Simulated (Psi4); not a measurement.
# BSiH5 (SMILES B[SiH3]) at 5 levels

We compute a comparison of 5 runs (B3LYP/def2-TZVP, BHLYP/def2-TZVP, CAM-B3LYP/def2-TZVP, M06-L/def2-TZVP, PBE0/def2-TZVP) of BSiH5. 

Program for the calculation: Psi4 1.11.

1 further run of the same task is left out (set aside as unsound or not needed).

## 1. Starting point

The species is BSiH5 (7 atoms), meant as a singlet with charge 0. SMILES: `B[SiH3]`. The Si2–H7 distance was set to 1.711 Å, away from the relaxed value.

Bond lengths: B1–Si2 2.010 Å, B1–H3 1.196 Å, B1–H4 1.195 Å, Si2–H5 1.492 Å, Si2–H6 1.492 Å. Angles: B1–Si2–H5 108.8°, B1–Si2–H6 108.8°, Si2–B1–H3 118.9°, Si2–B1–H4 123.6°, H5–Si2–H6 107.3°, H3–B1–H4 117.5°. A long bond or contact: Si2–H7 1.711 Å.

## 2. The energy at B3LYP/def2-TZVP (run 1)

File bh5si.py:

```python
import psi4

psi4.set_memory('2200 MB')
psi4.set_num_threads(1)
psi4.core.set_output_file('output.dat', False)

geom = psi4.geometry("""
0 1
B     -0.251045    -1.269038     0.217952
Si    -0.118745     0.705262    -0.134848
H     -1.333845    -1.770638     0.303752
H      0.698555    -1.982538     0.349052
H     -0.823845     1.013362    -1.413548
H     -0.831445     1.436662     0.953252
H      1.474500     1.318800    -0.239500
units angstrom
symmetry c1
no_reorient
no_com
""")

psi4.set_options({
    'basis': 'def2-TZVP',
    'puream': True,
    'e_convergence': 1e-09,
    'd_convergence': 1e-08,
    'scf_type': 'pk',
    'dft_radial_points': 99,
    'dft_spherical_points': 590,
})

result, w = psi4.energy("b3lyp", molecule=geom, return_wfn=True)
psi4.oeprop(w, "QUADRUPOLE", "LOWDIN_CHARGES", "DIPOLE", title="B3LYP")
print('E =', round(result, 9))
```

Run with:

```console
$ python bh5si.py
```

output.dat:

```text
[...]
  Running in c1 symmetry.
[...]
  Nuclear repulsion =   46.820991826101640
[...]
  Multiplicity = 1
[...]
  Nalpha       = 12
  Nbeta        = 12
[...]
    Number of basis functions: 98
[...]
   @RKS iter   1:  -317.23029952820309   -5.67633e-01   4.33347e-03 ADIIS/DIIS
[...]
   @RKS iter  10:  -317.33164316792926   -1.47793e-12   2.75902e-09 DIIS
[...]
    Orbital Energies [Eh]
    ---------------------
    Doubly Occupied:
       1A    -66.111855     2A     -6.774150     3A     -5.273737
       4A     -3.631953     5A     -3.631643     6A     -3.630612
       7A     -0.558482     8A     -0.482106     9A     -0.372344
      10A     -0.355843    11A     -0.323124    12A     -0.305356
[...]
  @RKS Final Energy:  -317.33164316792926
   => Energetics <=
    Nuclear Repulsion Energy =             46.8209918261016398
    One-Electron Energy =                -529.9710197133351812
    Two-Electron Energy =                 187.4188447953709158
    DFT Exchange-Correlation Energy =     -21.6004600760666250
    Empirical Dispersion Energy =           0.0000000000000000
    VV10 Nonlocal Energy =                  0.0000000000000000
    Total Energy =                       -317.3316431679292009
[...]
 Multipole Moments:
 ------------------------------------------------------------------------------------
     Multipole            Electronic (a.u.)      Nuclear  (a.u.)        Total (a.u.)
 ------------------------------------------------------------------------------------
 L = 1.  Multiply by 2.5417464519 to convert [e a0] to [Debye]
 Dipole X            :          6.9388843           -7.0557366           -0.1168523
 Dipole Y            :         -6.9046272            6.6974275           -0.2071997
 Dipole Z            :          1.6337758           -1.5970151            0.0367607
 Magnitude           :                                                    0.2407022
 L = 2.  Multiply by 1.3450342976 to convert [e a0^2] to [Debye ang]
 Quadrupole XX       :        -40.8506693           22.5827583          -18.2679109
 Quadrupole XY       :         -5.0148591            4.6871521           -0.3277069
[...]
```

The script printed:

```text
E = -317.331643168
```

It took 15 s on 1 thread of AMD EPYC 7R43 (Zen 3), shared host; peak memory 0.89 GiB.

## 3. A single-point energy at BHLYP/def2-TZVP (run 2)

File calc.inp:

```
memory 2200 MB

molecule {
  0 1
  B
  Si 1 r2
  H 1 r3 2 a3
  H 1 r4 3 a4 2 d4
  H 2 r5 1 a5 4 d5
  H 2 r6 5 a6 1 d6
  H 2 r7 6 a7 5 d7

  r2 = 2.009933
  r3 = 1.19642
  a3 = 118.94554
  r4 = 1.194994
  a4 = 117.45115
  d4 = -179.99763
  r5 = 1.492369
  a5 = 108.78924
  d5 = 121.71038
  r6 = 1.492263
  a6 = 107.3331
  d6 = -117.54871
  r7 = 1.7105
  a7 = 108.28026
  d7 = 116.68504
  units angstrom
  symmetry c1
  no_reorient
  no_com
}

set {
  basis                def2-TZVP
  reference            rks
  puream               true
  e_convergence        1e-09
  d_convergence        1e-08
  scf_type             pk
  dft_radial_points    99
  dft_spherical_points 590
}

e_tot, wfn = energy("bhhlyp", return_wfn=True)
oeprop(wfn, "MAYER_INDICES", "QUADRUPOLE", "WIBERG_LOWDIN_INDICES", title="BHHLYP")
```

Run with:

```console
$ psi4 calc.inp calc.out -n 1
```

calc.out:

```text
[...]
  Running in c1 symmetry.
[...]
  Nuclear repulsion =   46.820992871839437
[...]
  Multiplicity = 1
[...]
  Nalpha       = 12
  Nbeta        = 12
[...]
    Number of basis functions: 98
[...]
   @RKS iter   1:  -317.22903171111653   -7.07782e-01   3.21789e-03 ADIIS/DIIS
[...]
   @RKS iter   9:  -317.28351036214326   -2.12594e-11   5.56856e-09 DIIS
[...]
    Orbital Energies [Eh]
    ---------------------
    Doubly Occupied:
       1A    -67.136270     2A     -7.104293     3A     -5.602257
       4A     -3.865988     5A     -3.865922     6A     -3.865160
       7A     -0.636158     8A     -0.552468     9A     -0.431378
      10A     -0.409048    11A     -0.374137    12A     -0.354405
[...]
  @RKS Final Energy:  -317.28351036214326
   => Energetics <=
    Nuclear Repulsion Energy =             46.8209928718394366
    One-Electron Energy =                -529.9436852580710138
    Two-Electron Energy =                 179.6186135642821284
    DFT Exchange-Correlation Energy =     -13.7794315401938068
    Empirical Dispersion Energy =           0.0000000000000000
    VV10 Nonlocal Energy =                  0.0000000000000000
    Total Energy =                       -317.2835103621432040
[...]
 Multipole Moments:
 ------------------------------------------------------------------------------------
     Multipole            Electronic (a.u.)      Nuclear  (a.u.)        Total (a.u.)
 ------------------------------------------------------------------------------------
 L = 1.  Multiply by 2.5417464519 to convert [e a0] to [Debye]
 Dipole X            :         -0.0002266            0.0001183           -0.0001083
 Dipole Y            :          0.1112570           -0.0109578            0.1002992
 Dipole Z            :         -1.0042764            0.7618233           -0.2424531
 Magnitude           :                                                    0.2623804
 L = 2.  Multiply by 1.3450342976 to convert [e a0^2] to [Debye ang]
 Quadrupole XX       :        -26.8400469           10.3221317          -16.5179152
 Quadrupole XY       :          0.0009899           -0.0008824            0.0001075
[...]
```

Wall time 14 s (1 thread of AMD EPYC 7R43 (Zen 3), shared host); peak memory 0.9 GiB.

Runs 3 to 4 aren't shown in full; the table further down has their settings and results.

## 4. The energy at PBE0/def2-TZVP (run 5)

File job.dat:

```
memory 2.2 GB

molecule molecule1 {
  B     -0.47440629    -2.39813426     0.41186959
  Si    -0.22439553     1.33275203    -0.25482579
  H     -2.52060174    -3.34602089     0.57400809
  H      1.32007763    -3.74645385     0.65961268
  H     -1.55684142     1.91497665    -2.67121858
  H     -1.57120334     2.71489771     1.80138521
  H      2.78640117     2.49217081    -0.45258941
  units bohr
  symmetry c1
}

set puream true
set e_convergence 1e-09
set d_convergence 1e-08
set scf_type pk
set dft_radial_points 99
set dft_spherical_points 590

e, wfn = energy("pbe0/def2-TZVP", return_wfn=True)
oeprop(wfn, "QUADRUPOLE", "MAYER_INDICES", "LOWDIN_CHARGES")
print_variables()
```

Run with:

```console
$ psi4 -i job.dat -o job.out -n 1
```

job.out:

```text
[...]
  Running in c1 symmetry.
[...]
  Nuclear repulsion =   46.820991848183567
[...]
  Multiplicity = 1
[...]
  Nalpha       = 12
  Nbeta        = 12
[...]
    Number of basis functions: 98
[...]
   @RKS iter   1:  -317.04722754278259   -5.82363e-01   3.93523e-03 ADIIS/DIIS
[...]
   @RKS iter  10:  -317.12873990904535    2.27374e-13   1.94431e-09 DIIS
[...]
    Orbital Energies [Eh]
    ---------------------
    Doubly Occupied:
       1A    -66.244174     2A     -6.810447     3A     -5.325323
       4A     -3.659179     5A     -3.658964     6A     -3.657971
       7A     -0.572628     8A     -0.493934     9A     -0.380382
      10A     -0.363188    11A     -0.329838    12A     -0.312442
[...]
  @RKS Final Energy:  -317.12873990904535
   => Energetics <=
    Nuclear Repulsion Energy =             46.8209918481835672
    One-Electron Energy =                -530.0180128429511797
    Two-Electron Energy =                 186.1626605036894944
    DFT Exchange-Correlation Energy =     -20.0943794179672430
    Empirical Dispersion Energy =           0.0000000000000000
    VV10 Nonlocal Energy =                  0.0000000000000000
    Total Energy =                       -317.1287399090453505
[...]
 Multipole Moments:
 ------------------------------------------------------------------------------------
     Multipole            Electronic (a.u.)      Nuclear  (a.u.)        Total (a.u.)
 ------------------------------------------------------------------------------------
 L = 1.  Multiply by 2.5417464519 to convert [e a0] to [Debye]
 Dipole X            :         -0.1759535            0.0610799           -0.1148736
 Dipole Y            :         -0.9527940            0.7475936           -0.2052003
 Dipole Z            :          0.1700795           -0.1336723            0.0364072
 Magnitude           :                                                    0.2379676
 L = 2.  Multiply by 1.3450342976 to convert [e a0^2] to [Debye ang]
 Quadrupole XX       :        -38.6051489           20.5086046          -18.0965442
 Quadrupole XY       :         -6.9878710            6.6580248           -0.3298462
[...]
```

Wall time 16 s (1 thread of AMD EPYC 7R43 (Zen 3), shared host); peak memory 0.89 GiB.

## 5. All runs side by side

| run | level | task | energy (Eh) | dipole moment (D) | HOMO energy (eV) | LUMO energy (eV) | wall time |
| --- | --- | --- | --- | --- | --- | --- | --- |
| 1 | B3LYP/def2-TZVP | energy | -317.331643 | 0.61 | -8.31 | -2.76 | 15 s |
| 2 | BHLYP/def2-TZVP | energy | -317.283510 | 0.67 | -9.64 | -1.47 | 14 s |
| 3 | CAM-B3LYP/def2-TZVP | energy | -317.280233 | 0.63 | -9.87 | -1.41 | 20 s |
| 4 | M06-L/def2-TZVP | gradient | -317.300067 | 0.51 | -7.52 | -2.89 | 45 s |
| 5 | PBE0/def2-TZVP | energy | -317.128740 | 0.60 | -8.50 | -2.55 | 16 s |

## 6. Results

| quantity | value |
| --- | --- |
| run 5: total energy | -317.12874 Eh |
| run 5: dipole moment | 0.60 D |
| run 5: HOMO energy | -8.50 eV |
| run 5: LUMO energy | -2.55 eV |
| run 5: HOMO–LUMO gap | 5.95 eV |

What this shows: The dipole moment (its size) runs from 0.51 D (M06-L/def2-TZVP) to 0.67 D (BHLYP/def2-TZVP). The HOMO–LUMO gap runs from 4.63 eV (M06-L/def2-TZVP) to 8.46 eV (CAM-B3LYP/def2-TZVP). Totals of different functionals can't be ranked against each other. All runs together took 1.8 min, the longest 45 s.
